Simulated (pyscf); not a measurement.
`[OH][Au]` + `[FH]` → `[F][Au]` + `[OH2]` (four-centre exchange; singlet surface; Au–O, F–H broken, Au–F, H–O formed). Optimised with ωB97X-D3(BJ)/def2-SVP in PySCF. MP2 and CC: frozen core, UHF for open shells. ΔMP2 is the change of the MP2 total energy from the triple- to the quadruple-zeta basis. Energies in kcal/mol from the separated reactants.

```json
[
 {"level": "ωB97X-D3(BJ)/def2-TZVP", "barrier": "-3.2", "reaction energy": "-1.2"},
 {"level": "B3LYP-D3(BJ)/def2-TZVP", "barrier": "0.6", "reaction energy": "+0.9"},
 {"level": "PBE0-D3(BJ)/def2-TZVP", "barrier": "-0.1", "reaction energy": "+1.2"},
 {"level": "ωB97M-D3(BJ)/def2-TZVP", "barrier": "-3.2", "reaction energy": "-1.6"},
 {"level": "CCSD/def2-TZVPP", "barrier": "3.8", "reaction energy": "+1.7"},
 {"level": "CCSD(T)/def2-TZVPP", "barrier": "3.8", "reaction energy": "+3.0"},
 {"level": "CCSD(T)/def2-TZVPP + ΔMP2(QZVPP)", "barrier": "[?]", "reaction energy": "[?]"}
]
```

Complete the blanks.


- CCSD(T)/def2-TZVPP + ΔMP2(QZVPP), barrier: 4.2
- CCSD(T)/def2-TZVPP + ΔMP2(QZVPP), reaction energy: +2.8

On the reactant side the descent ends in a bound adduct, 13.3 kcal/mol under the separated species and 10.0 kcal/mol under the saddle at ωB97X-D3(BJ)/def2-TZVP. On the product side the descent ends in a bound adduct, 9.2 kcal/mol under the separated species and 7.1 kcal/mol under the saddle at ωB97X-D3(BJ)/def2-TZVP. At ωB97X-D3(BJ), PBE0-D3(BJ), ωB97M-D3(BJ) the saddle lies under the separated reactants, which points to a path from their complex (located at ωB97X-D3(BJ) alone). At ωB97X-D3(BJ), B3LYP-D3(BJ), PBE0-D3(BJ), ωB97M-D3(BJ) the saddle lies under the separated products, which points to a path from their complex (located at ωB97X-D3(BJ) alone), and parting the products costs more than the saddle. This is the saddle that the search found; another between the same sides may lie lower. The CCSD(T) − MP2 part came from Ansatz, without density fitting, on the same reference. The frozen core leaves the outer d or s,p core shells of the metals and heavy elements correlated in the MP2 and CC values, and def2-TZVPP describes them poorly, which can shift differences by a few kcal/mol. Elements past Kr carry the def2 core potentials, without spin-orbit coupling.
